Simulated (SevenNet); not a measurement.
**Rutile SnO₂**

These are the machine-learned potential SevenNet-0 (trained on PBE and PBE+U data) values and carry that method's errors.

Cell: relaxed at this level.

equilibrium lattice constant a: 4.829 Å
lattice parameter c: 3.242 Å
bulk modulus B0: 165 GPa
elastic constant C11: 206 GPa
elastic constant C12: 137 GPa
elastic constant C13: 128 GPa
elastic constant C33: 340 GPa
elastic constant C44: 74.3 GPa
elastic constant C66: 166 GPa
Voigt–Reuss–Hill shear modulus (Hill average): 77.3 GPa

Measured, for comparison: lattice constant a 4.737 Å, lattice parameter c 3.186 Å (room temperature, no zero-point or thermal correction; as tabulated in Hiroi (2015), arXiv:1503.02262); elastic constant C11 262 GPa, elastic constant C12 177 GPa, elastic constant C13 156 GPa, elastic constant C33 450 GPa, elastic constant C44 103 GPa, elastic constant C66 207 GPa (temperature not stated, no zero-point or thermal correction; as tabulated in Oses et al. (2018), arXiv:1811.08464). Computed (rounded) less measured: lattice constant a +1.9 %, lattice parameter c +1.8 %, elastic constant C11 -21 %, elastic constant C12 -23 %, elastic constant C13 -18 %, elastic constant C33 -24 %, elastic constant C44 -28 %, elastic constant C66 -20 %.

A machine-learned potential is trained on density-functional data: it inherits that level's misses and adds fitting errors of its own.

Note: this model's volume lies 5 % above that of the starting cell (a measured, published or database cell).

Elastic constants are with the ions relaxed.
